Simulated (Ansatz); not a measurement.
# Si₂H₃ (doublet): from Hartree-Fock to the top rungs at a displaced geometry (v2), cc-pVDZ

How much of the correlation energy of Si₂H₃ (doublet) does each wave-function method recover here?

Program: Ansatz 0.2.0, Gaussian basis. Level of theory: cc-pVDZ, core rule «outside noble gas», up to 10 orbitals frozen. These are calculated values, not measurements.

The runs, in order: UHF; CCSD(T) on ROHF; CCSD(T) on UHF; BCCD(T) on ROHF; CISD; CCSDT(Q) on ROHF; CCSDT(Q) on UHF.

20 further runs of the same task are left out: 9 that didn't finish, 11 set aside as unsound or not needed.

## Step 1: The geometry

The geometry is a PBE0/def2-TZVP stationary point (not a proven minimum) with its atoms shifted at random (size 0.100 Å).

5 atoms, charge 0, spin multiplicity 2.

Atoms are counted from 1 here; the program's logs count them from 0.

Bond lengths: Si1–Si2 2.362 Å, Si1–H3 1.442 Å, Si1–H4 1.512 Å, Si1–H5 1.503 Å. Angles: Si2–Si1–H3 119.1°, Si2–Si1–H4 96.1°, Si2–Si1–H5 114.6°, H3–Si1–H4 106.6°, H3–Si1–H5 115.3°, H4–Si1–H5 100.6°.

As a file:

```
atom    x (Å)    y (Å)    z (Å)
 Si1   0.0867  -0.0005   1.0920
 Si2  -0.0761   0.0078  -1.2644
  H3   0.5621   1.1816   1.7671
  H4  -1.3997  -0.0799   1.3555
  H5   0.5421  -1.3052   1.6824
```

## Step 2: UHF

Contents of in.yaml:

```yaml
crystal:
  periodic: [false, false, false]
  atoms:
    - {symbol: Si, position_ang: [0.086727, -0.000536, 1.091976]}
    - {symbol: Si, position_ang: [-0.076123, 0.007837, -1.264418]}
    - {symbol: H, position_ang: [0.562088, 1.181607, 1.767052]}
    - {symbol: H, position_ang: [-1.399707, -0.079861, 1.355527]}
    - {symbol: H, position_ang: [0.542146, -1.305178, 1.682383]}
basis:
  gaussian: {orbitals: cc-pVDZ}
magnetization: {spin_polarized: true, initial_magnetization: 1}
hamiltonian: {xc: hf}
output: {orbitals: {seedname: orbitals}}
```

Launch:

```
> ansatz run in.yaml --threads 1 --pin off --events-out ev --progress --plain --max-ram 2393MiB
```

The runs that follow: CCSD(T) on ROHF; CCSD(T) on UHF; BCCD(T) on ROHF; CISD; CCSDT(Q) on ROHF; CCSDT(Q) on UHF.

Q: Predict the results of all the runs planned. Wanted: UCCSDT(Q) below the RHF energy; RMP2 from UCCSDT(Q); UMP2 from UCCSDT(Q); RCCSD from UCCSDT(Q); RCCSD(T) from UCCSDT(Q); UCCSD(T) from UCCSDT(Q); RCCSDT(Q) from UCCSDT(Q); T1 diagnostic.

**Answer**, as computed:

```
                         quantity                                         value
   UCCSDT(Q) below the RHF energy                                    -5.9974 eV
              RMP2 from UCCSDT(Q)                                 +135.6 kJ/mol
              UMP2 from UCCSDT(Q)                                 +144.1 kJ/mol
             RCCSD from UCCSDT(Q)                                  +19.1 kJ/mol
          RCCSD(T) from UCCSDT(Q)                                   +4.1 kJ/mol
          UCCSD(T) from UCCSDT(Q)                                   +4.2 kJ/mol
         RCCSDT(Q) from UCCSDT(Q)                                    0.0 kJ/mol
levels within 1 kcal/mol (43 meV)  RCCSD(T), BCCD(T), RCCSDT, UCCSDT, RCCSDT(Q)
                    T1 diagnostic                                         0.019
```

RCCSD(T) misses by +4.1 kJ/mol, 0.7 % of the correlation energy. Coupled cluster took another determinant than the lowest Hartree-Fock one. These misses are within one basis, not against nature; the frozen cores of restricted and unrestricted runs differ, which can shift their rows.
